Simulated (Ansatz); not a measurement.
Species: SiH2, charge 1, multiplicity 2. 
Geometry from a B3LYP-D3(BJ)/def2-TZVP (Ansatz, a program for electronic structure) optimisation:
```xyz
3

Si     0.0001     0.0938    -0.0051
H     -1.2867    -0.6544     0.0427
H      1.2849    -0.6587     0.0282
```
Charge +1, spin multiplicity 2.

Parts of the frozen-core correlation energy in cc-pV(D+d)Z (Ansatz, hartree). Frozen orbitals: 5; correlated occupied orbitals by spin: 3 and 2; virtual: 25 and 26. Open shells are spin-unrestricted. No spin-orbit coupling. No relativistic terms.

| term | value |
|---|---|
| reference (HF) | -289.73151 |
| MP2 opposite-spin | -0.05621 |
| MP2 same-spin | -0.00529 |
| CCSD correlation | -0.08268 |
| (T) | -0.00142 |
| CCSDT minus CCSD(T) | -0.00056 |
| CCSDT(Q) minus CCSD(T) | -0.00058 |
| T1 diagnostic | 0.015 |
| largest doubles amplitude | 0.054 |
| <S^2> of the reference | 0.755 |
